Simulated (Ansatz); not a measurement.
**BH₆OSi+ (SMILES B[OH+][SiH3]): functionals against CCSD(T) at one geometry**

The task here is to estimate one member of a computed series from the others.

Program: Ansatz 0.2.0, Gaussian basis. Level of theory: single points in def2-TZVPP. These are calculated values, not measurements.

Correlated methods freeze the cores.

### The system as given

SMILES `B[OH+][SiH3]`, 9 atoms, charge 1, spin multiplicity 1.

Atoms are counted from 1 here; the program's logs count them from 0.

Bond lengths: B1–O2 1.368 Å, B1–H4 1.148 Å, B1–H5 1.252 Å, O2–Si3 1.874 Å, O2–H6 0.990 Å, Si3–H7 1.334 Å, Si3–H8 1.412 Å, Si3–H9 1.595 Å. Angles: O2–B1–H4 131.4°, O2–B1–H5 113.8°, H4–B1–H5 113.3°, B1–O2–Si3 132.2°, B1–O2–H6 113.5°, Si3–O2–H6 112.8°, O2–Si3–H7 104.2°, O2–Si3–H8 104.4°, O2–Si3–H9 98.4°, H7–Si3–H8 120.4°, H7–Si3–H9 112.6°, H8–Si3–H9 113.4°.

Geometry (Å):

```xyz
9

B     0.0600    0.8799   -1.3235
O     0.4633    0.3755   -0.1181
Si   -0.2744   -0.9242    1.0128
H     0.5426    1.6523   -2.0228
H    -1.1446    0.6617   -1.5843
H     1.4062    0.5829    0.1003
H     0.4540   -2.0167    0.7748
H    -1.6544   -0.9071    0.7146
H     0.0806   -0.2446    2.4116
```

The first run:

run/in.yaml reads:

```yaml
crystal:
  periodic: [false, false, false]
  atoms:
    - {symbol: B, position_ang: [0.060000, 0.879900, -1.323500]}
    - {symbol: O, position_ang: [0.463300, 0.375500, -0.118100]}
    - {symbol: Si, position_ang: [-0.274400, -0.924200, 1.012800]}
    - {symbol: H, position_ang: [0.542600, 1.652300, -2.022800]}
    - {symbol: H, position_ang: [-1.144600, 0.661700, -1.584300]}
    - {symbol: H, position_ang: [1.406200, 0.582900, 0.100300]}
    - {symbol: H, position_ang: [0.454000, -2.016700, 0.774800]}
    - {symbol: H, position_ang: [-1.654400, -0.907100, 0.714600]}
    - {symbol: H, position_ang: [0.080600, -0.244600, 2.411600]}
basis:
  gaussian: {orbitals: def2-TZVPP}
total_charge: 1
correlation: {method: ccsd_t}
output: {forces: true}
```

No record of the launch command was kept for these runs.

Among the steps run: CCSD(T)/def2-TZVPP; PBE0-D4/def2-TZVPP; wB97M-V/def2-TZVPP; r2SCAN-D4/def2-TZVPP; PBE-D4/def2-TZVPP; BHLYP-D4/def2-TZVPP; BLYP-D4/def2-TZVPP.

One table of the session follows, with a row left open; its other results are not shown here.

```
   method  RMS force component (eV/Å)  angle to CCSD(T) forces (°)
  CCSD(T)                       1.656                    reference
  PBE0-D4                       1.613                          4.6
  wB97M-V                           ?                            ?
r2SCAN-D4                       1.613                          3.3
   PBE-D4                       1.579                          7.0
 BHLYP-D4                       1.653                          5.9
  BLYP-D4                       1.575                          5.9
```

**Question.** Estimate the row for wB97M-V.

**Answer.** RMS force component (eV/Å): 1.619; angle to CCSD(T) forces (°): 2.5. In the column «RMS force component (eV/Å)» it lies between r2SCAN-D4 (1.613) and BHLYP-D4 (1.653).
